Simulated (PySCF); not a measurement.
**Relaxation of singlet H₄SO**

Level of theory: PBE0/[S def2-TZVP, O def2-TZVP, H def2-TZVP], no relativity, density fitting, PySCF. A (50,194) grid was used.

A hand-made square pyramidal (ligand arrangement 2) start, of C4v symmetry, held to at least that symmetry:

Coordinates in bohr (charge 0 multiplicity 1):
```
S     0.0000    0.0000   -0.8366
O     0.0000    0.0000    2.0169
H     2.4954    0.0000   -1.3671
H     0.0000    2.4954   -1.3671
H    -2.4954    0.0000   -1.3671
H     0.0000   -2.4954   -1.3671
```

Q: What forces act on the atoms at the start (eV/Å)?

A: 
```tsv
atom	Fx	Fy	Fz
S1	0.00	0.00	4.62
O2	0.00	0.00	-1.61
H3	1.12	0.00	-0.75
H4	0.00	1.12	-0.75
H5	-1.12	0.00	-0.75
H6	0.00	-1.12	-0.75
```

Q: What does it relax to?

A: It ends at C4v with S–H 1.412 Å (×4), S–O 1.457 Å; H–S–H 85.4° (×4), H–S–H 146.9° (×2), H–S–O 106.5° (×4). A frequency run shows 1 imaginary mode, down to 957i cm⁻¹, so it is a saddle point.

Q: How much energy is released, and in how many steps?

A: 29.5 kJ/mol in 4 steps.

The relaxation took of the order of 30 core-seconds on a shared host.
